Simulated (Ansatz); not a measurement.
A made-up structure of CH2NSi, doublet:

```tsv
atom	x (Å)	y (Å)	z (Å)
C1	-0.5366	-1.3204	1.7349
Si2	-0.9864	-0.5915	0.1168
N3	0.2430	0.4157	-0.4807
H4	1.1164	0.5966	-0.0105
H5	-0.2922	-1.6839	2.7002
```

It is relaxed with PBE-D4/def2-SVP and then PBE0-D4/def2-TZVP (Ansatz 0.2.0). Atoms count as bonded within 1.22 times the sum of their covalent radii (H–H: 0.88 Å). The end point is not checked to be a true minimum.

(1) Does its bonding change? (A judgement: the text doesn't fix the answer.)

Results:

(1) Computed: No: no bond forms or breaks.

Where it ends: The first stage lowers the energy by 1.03 eV in 13 steps. It ends as CH₂NSi ([CH][Si][NH]):
```tsv
atom	x (Å)	y (Å)	z (Å)
C1	-0.3105	-1.4153	2.1410
Si2	-0.2058	-0.4966	0.6887
N3	0.7055	0.4535	-0.1839
H4	0.5049	0.8895	-1.0691
H5	-1.1497	-2.0145	2.4841
```

Labels in which every atom is bracketed show which atoms are joined, not bond orders.

For scale, one of the runs: PBE0-D4/def2-TZVP relaxation, 111 basis functions, launched by `ansatz run in.yaml --threads 2 --pin off --events-out ev --progress --plain --max-ram 4352MiB`. The run took about 48 s on 2 CPU threads of an Intel Xeon (shared host).
